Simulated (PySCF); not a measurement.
# Potential energy of SiH⁺ along the bond

Set-up: Si 3-21G, H 3-21G; no relativity (PySCF 2.14). Energies in eV from Si⁺ + H in their ground configurations at the same level. State: ¹Σ⁺ (singlet), closed shell.

Curves on a restricted Hartree–Fock reference rise too fast on stretching and do not dissociate correctly.

| R (Å) | RHF-CCSD |
| --- | --- |
| 1.391 | -2.305 |
| 1.452 | -2.459 |
| 1.499 | -2.518 |
| 1.545 | -2.539 |
| 1.591 | -2.530 |
| 1.653 | -2.481 |
| 1.730 | -2.379 |
| 1.823 | -2.217 |

Q: Put a parabola through the three lowest points of the RHF-CCSD curve and estimate Re, k and ωe (reduced mass 0.9728 u; 1 eV/Å² = 0.16022 mdyn/Å; ωe = 1302.8·√(k/μ) cm⁻¹).

A: Through R = 1.499, 1.545, 1.591 Å the second-order coefficient is 7.09 eV/Å², so Re ≈ 1.554 Å, k ≈ 2.27 mdyn/Å and ωe ≈ 1991 cm⁻¹. A polynomial fit of higher order to the unrounded RHF-CCSD energies gives Re = 1.553 Å, k = 2.18 mdyn/Å, ωe = 1948 cm⁻¹; anharmonicity and rounding make the difference.

The higher-order fit for each curve: RHF-CCSD: Re = 1.553 Å, ωe = 1948 cm⁻¹, De = 2.54 eV.

Correlated steps freeze 5 core orbitals. For an ion De counts to the pair picked by the measured ionisation energies or electron affinities, which need not be the lowest pair at this level. Where the molecule has an RHF reference, its open-shell atoms are computed with UHF. 3-21G is very small, so such numbers show the basis as much as the molecule.
